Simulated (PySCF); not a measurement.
## Oxygen: a sound run and one with changed settings

Sound run: O [He] 2s2 2p4, O⁺ [He] 2s2 2p3. All numbers are calculated (PySCF 2.14, the spin-free X2C one-electron Hamiltonian (Gaussian nucleus), in cc-pVDZ-DK). In the sound run the correlated levels freeze 1s2. The sound run starts from symmetry-adapted Hartree-Fock orbitals and uses a fine grid where one is needed.

Changed run: basis STO-3G, all-electron and non-relativistic. This setting is unsound on purpose.

```tsv
species	method	sound run (hartree)	changed run (hartree)	converged
O	UHF	-74.84416	-73.80415	yes
O	BP86	-75.11168	-74.02488	yes
O	PBE	-75.03466	-73.94875	yes
O	MP2	-74.94619	-73.80415	yes
O⁺	UHF	-74.40485	-73.44358	yes
O⁺	BP86	-74.59792	-73.59914	yes
O⁺	PBE	-74.52821	-73.52932	yes
O⁺	MP2	-74.47476	-73.44358	yes
```

Ionisation energy of O:

```json
{"method": "UHF", "sound run (eV)": "11.954", "changed run (eV)": "9.812"}
{"method": "BP86", "sound run (eV)": "13.980", "changed run (eV)": "11.585"}
{"method": "PBE", "sound run (eV)": "13.781", "changed run (eV)": "11.413"}
{"method": "MP2", "sound run (eV)": "12.828", "changed run (eV)": "9.812"}
{"method": "SCS-MP2", "sound run (eV)": "12.849", "changed run (eV)": "9.812"}
```

A minimal basis cannot let orbitals breathe on ionisation and holds almost no correlation. The Hamiltonian changed with the basis, so the totals do not compare.

For comparison, NIST gives 13.618 eV between the lowest levels.
